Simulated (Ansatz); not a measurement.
Reaction (SMILES): [SiH3] (SiH3) → [SiH3-] (an electron is taken up)
B3LYP-D3(BJ)/def2-TZVP geometries, fixed; electronic energies without zero-point terms; positive where energy is released.
Largest species:
```
Si
H 1 1.4828
H 1 1.4828 2 111.02
H 1 1.4828 2 111.02 3 124.02
```
Charge 0, spin multiplicity 2.

How fast the adiabatic electron affinity converges with the basis for several methods (Ansatz, an electronic-structure program): deviation from each method's own reference, in eV. References: HF 0.139 eV, the value in aug-pcseg-3; MP2 1.228 eV, Hartree-Fock in aug-cc-pV(Q+d)Z plus the correlation part extrapolated as X^-3 from aug-cc-pV(T+d)Z and aug-cc-pV(Q+d)Z; PBE 1.358 eV, the value in aug-pcseg-3; PBE0 1.258 eV, the value in aug-pcseg-3; wB97M-V 1.388 eV, the value in aug-pcseg-3. Cartesian d functions, on some or all atoms, in 6-31G**, 6-311G**; all else is spherical. In correlated methods cores are frozen. Open shells are unrestricted. No added dispersion term, no relativity. Functionals ending in -V hold VV10 correlation. 

```csv
basis,functions,HF,MP2,PBE,PBE0,wB97M-V
3-21G,19,-0.040,-0.904,-0.374,-0.257,…
6-31G**,34,-0.166,-0.740,-0.316,-0.242,…
6-311G**,45,-0.022,-0.504,-0.116,-0.077,…
def2-TZVPD,70,-0.041,-0.180,-0.073,-0.054,…
cc-pV(T+d)Z,81,-0.127,-0.273,-0.181,-0.138,…
aug-cc-pV(T+d)Z,124,0.006,-0.063,0.006,0.006,…
def2-QZVPPD,175,-0.015,-0.070,-0.027,-0.018,…
aug-cc-pV(Q+d)Z,227,-0.002,-0.030,-0.005,-0.003,…
```

Problem. Complete the blanks.

Solution. 
- 3-21G, wB97M-V: -0.357
- 6-31G**, wB97M-V: -0.323
- 6-311G**, wB97M-V: -0.096
- def2-TZVPD, wB97M-V: -0.054
- cc-pV(T+d)Z, wB97M-V: -0.158
- aug-cc-pV(T+d)Z, wB97M-V: 0.005
- def2-QZVPPD, wB97M-V: -0.020
- aug-cc-pV(Q+d)Z, wB97M-V: 0.000

Mean absolute deviation over 6-311G**, def2-TZVPD, cc-pV(T+d)Z, aug-cc-pV(T+d)Z: HF 0.049, PBE0 0.069, wB97M-V 0.078, PBE 0.094, MP2 0.255 eV.
